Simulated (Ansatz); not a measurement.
# AlBFH3 (SMILES F[BH][AlH2]): single points off equilibrium

The task here is to estimate one member of a computed series from the others.

The runs use Ansatz 0.2.0, Gaussian basis; single points in def2-TZVPP.

Correlated methods freeze the cores.

**Starting geometry**

SMILES `F[BH][AlH2]`, 6 atoms, charge 0, spin multiplicity 1.

Atoms are counted from 1 here; the program's logs count them from 0.

Bond lengths: F1–B2 1.455 Å, B2–Al3 2.121 Å, B2–H4 0.770 Å, Al3–H5 1.866 Å, Al3–H6 1.626 Å. Angles: F1–B2–Al3 87.1°, F1–B2–H4 127.8°, Al3–B2–H4 145.1°, B2–Al3–H5 113.7°, B2–Al3–H6 140.1°, H5–Al3–H6 106.0°.

Geometry (Å):

```xyz
6
charge 0, multiplicity 1
F     0.1459   -1.3703   -0.8707
B    -0.9604   -0.6662   -0.2407
Al    0.4600    0.7744    0.3961
H    -1.7031   -0.8691   -0.2287
H     2.1594    0.5226   -0.3317
H     0.5401    2.1501    1.2587
```

Set-up of the first run:

run/in.yaml

```yaml
crystal:
  periodic: [false, false, false]
  atoms:
    - {symbol: F, position_ang: [0.145900, -1.370300, -0.870700]}
    - {symbol: B, position_ang: [-0.960400, -0.666200, -0.240700]}
    - {symbol: Al, position_ang: [0.460000, 0.774400, 0.396100]}
    - {symbol: H, position_ang: [-1.703100, -0.869100, -0.228700]}
    - {symbol: H, position_ang: [2.159400, 0.522600, -0.331700]}
    - {symbol: H, position_ang: [0.540100, 2.150100, 1.258700]}
basis:
  gaussian: {orbitals: def2-TZVPP}
correlation: {method: ccsd_t}
output: {forces: true}
```

No record of the launch command was kept for these runs.

Among the steps run: CCSD(T)/def2-TZVPP; PBE0-D4/def2-TZVPP; wB97M-V/def2-TZVPP; r2SCAN-D4/def2-TZVPP; PBE-D4/def2-TZVPP; CAM-B3LYP-D4/def2-TZVPP; LC-wPBE/def2-TZVPP.

One table of the session follows, with a row left open; its other results are not shown here.

```
      method  RMS force component (eV/Å)  angle to CCSD(T) forces (°)  dipole (D)
     CCSD(T)                      11.802                    reference        3.00
     PBE0-D4                      11.785                          0.4        2.94
     wB97M-V                           ?                            ?           ?
   r2SCAN-D4                      11.738                          0.2        2.95
      PBE-D4                      11.666                          0.6        2.79
CAM-B3LYP-D4                      11.693                          0.4        3.01
     LC-wPBE                      11.799                          0.3        2.99
```

**Question.** Estimate the row for wB97M-V.

The run gave: RMS force component (eV/Å): 11.677; angle to CCSD(T) forces (°): 0.2; dipole (D): 3.07. In the column «RMS force component (eV/Å)» it lies between PBE-D4 (11.666) and CAM-B3LYP-D4 (11.693).
